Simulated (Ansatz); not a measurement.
Band gap of some III–V compounds

Method: BLYP in Ansatz (plane waves, PAW). References are measured gaps from which a computed or estimated zero-point shift was taken out, by their sources or here, so that they lie as a rule above the printed measurements.

Values in eV.

```csv
solid,reference,BLYP,error (eV)
wurtzite GaN,3.68,2.00,-1.68
zinc-blende AlP,2.54,1.85,-0.69
wurtzite AlN,6.51,4.49,-2.02
zinc-blende GaP,2.43,1.67,-0.76
zinc-blende InP,1.47,0.58,-0.89
zinc-blende BP,2.2 (2.20–2.50),1.51,-0.69
```

Over these 6 solids the mean error is -1.12 eV, the mean absolute error 1.12 eV (median 0.83 eV), and the worst case wurtzite AlN at -2.02 eV; the value is too low in 6 of 6 cases.

Brackets give the range of our sources, which can hold other temperatures.

Differences are worked out from the printed values.

Semilocal Kohn–Sham gaps run low as a rule, and all computed gaps are for a static lattice, while measured ones hold electron–phonon shifts unless said otherwise.

Spin–orbit coupling is included only where a level's name says +SOC; with heavier elements it mostly lowers gaps and can invert bands. Cells: BLYP at the measured cell. Ansatz's density-functional and Hartree–Fock values are scalar-relativistic unless marked +SOC, with PAW data made under PBE.

Not in this set, of the III–V compounds with a reference value in our tables and a result at some level: 5 for spin–orbit coupling left out (zinc-blende AlAs, zinc-blende GaAs, zinc-blende GaSb, zinc-blende InAs, zinc-blende InSb); 2 for a reference of another kind, counted apart (zinc-blende AlN, cubic BN); 1 for sources at odds (zinc-blende BAs); 1 for a doubt noted on the run at BLYP (zinc-blende GaN). These can be a level's worst cases. At least 3 more with a reference value are held back for tests. Without +SOC, gaps count where the solid holds none of Ge, As, Se, Br, Sn, Sb, Te, I or the elements past barium, or holds Ge, As, Se or Br with a gap over 4 eV. Layered and molecular crystals are counted apart.

References as tabulated in, or derived from, Chen et al. (2018), doi:10.1103/physrevmaterials.2.073803; Feneberg et al. (2010), doi:10.1103/physrevb.82.075208; X. Ren, F. Merz, H. Jiang et al., All-electron periodic G0W0 implementation ….

Ansatz is a program for electronic structure.
